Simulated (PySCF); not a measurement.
Two structures of CH6SSi, singlet, reached by relaxing down either side of one saddle point (PBE0-D4/def2-TZVP). Energies are electronic, without zero-point energy. Program: PySCF 2.14 with density fitting (its default auxiliary sets; JK sets also for MP2 and CCSD(T)). Basis: def2-TZVPP and def2-QZVPP. Cores are frozen in the correlated methods. Extrapolation: Hartree–Fock as exp(−7.88 √X), correlation as X^−2.97. First:

```csv
atom,x (Å),y (Å),z (Å)
Si1,-0.7235,-0.1972,0.2454
H2,-0.7679,-0.5984,1.6769
S3,-0.5891,-1.9337,-1.0028
H4,0.5618,-2.3704,-0.4631
H5,-2.0274,0.4049,-0.1322
C6,0.6808,0.9970,-0.0354
H7,0.7156,1.3128,-1.0798
H8,0.5569,1.8832,0.5930
H9,1.6391,0.5357,0.2146
```

Second:

```
atom    x (Å)    y (Å)    z (Å)
 Si1  -0.6668  -0.2600  -0.7613
  H2   0.0166  -1.3322   2.2507
  S3  -0.3625  -1.8387  -1.8508
  H4   0.0429  -1.8214   1.6853
  H5  -1.9795   0.0553  -0.1354
  C6   0.5544   1.0718  -0.3529
  H7   0.2126   2.0244  -0.7698
  H8   0.6165   1.1984   0.7321
  H9   1.5417   0.8384  -0.7506
```

**Question.** Which bonds change from the first to the second?

**Answer.** CH₆SSi ([CH3][SiH2][SH]) → CH₄SSi ([CH3][SiH][S]) + H₂; bonds formed: H2–H4; bonds broken: Si1–H2, S3–H4.

**Question.** Give the saddle point's structure and its height above each. (To be estimated.)

**Answer.** The calculation gives: 2.195 eV above the first and 0.960 eV above the second (CCSD(T) at an estimated basis limit (MP2 extrapolated from triple and quadruple zeta, plus CCSD(T) − MP2 in triple zeta)).
```
atom    x (Å)    y (Å)    z (Å)
 Si1  -0.5845  -0.3367  -0.1854
  H2  -0.0656  -1.3083   1.1200
  S3  -0.3514  -1.8019  -1.5560
  H4  -0.0490  -1.8327   0.2999
  H5  -1.9164  -0.0228   0.3947
  C6   0.5714   1.0997  -0.0241
  H7   0.3271   1.8131  -0.8189
  H8   0.4632   1.6062   0.9372
  H9   1.6053   0.7833  -0.1673
```

The T1 diagnostic stays at or below 0.017.

Labels in which every atom is bracketed show which atoms are joined, not bond orders.

For scale, one of the runs: CCSD(T)/def2-TZVPP, 199 basis functions, launched by `OMP_NUM_THREADS=4 python run.py`. The run took 4.7 min on 4 CPU threads of an Arm Neoverse V2 (shared host), with 2.1 GiB of host memory at its peak.
